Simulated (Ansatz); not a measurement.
Process, species as SMILES: ClB(Cl)Cl → B atom + 3 Cl atom
B3LYP-D3(BJ)/def2-TZVP geometries, fixed; electronic energies without zero-point terms.
Largest species:
```xyz
4

B      0.0000     0.0000     0.0000
Cl     0.0051     1.7450    -0.0247
Cl     1.5085    -0.8773    -0.0189
Cl    -1.5136    -0.8677     0.0437
```

Effect of the final integration grid (spheres per factor e of radius in core and valence, angular degree) at PBE/aug-cc-pV(T+d)Z with Ansatz (a program for electronic structure), against the last row, where the atomisation energy is 335.05 kcal/mol. Open shells are unrestricted. The default's grid is 13, 11, 36.

| setting | largest shift of a total energy (mEh) | shift of the atomisation energy (kcal/mol) |
|---|---|---|
| accuracy: medium (default) | 0.000 | 0.000 |
| final_grid: 4, 3, 11 | -1.548 | -0.131 |
| final_grid: 6, 5, 17 | 0.026 | -0.003 |
| final_grid: 8, 7, 23 | 0.008 | -0.004 |
| final_grid: 10, 9, 29 | -0.001 | 0.001 |
| final_grid: 18, 15, 47 | 0.000 | 0.000 |
| final_grid: 26, 22, 59 | 0.000 | 0.000 |

Within 0.02 kcal/mol in the atomisation energy: accuracy: medium (default); final_grid: 6, 5, 17; final_grid: 8, 7, 23; final_grid: 10, 9, 29; final_grid: 18, 15, 47. The largest shift is 1.548 mEh in a total energy and 0.131 kcal/mol in the difference.
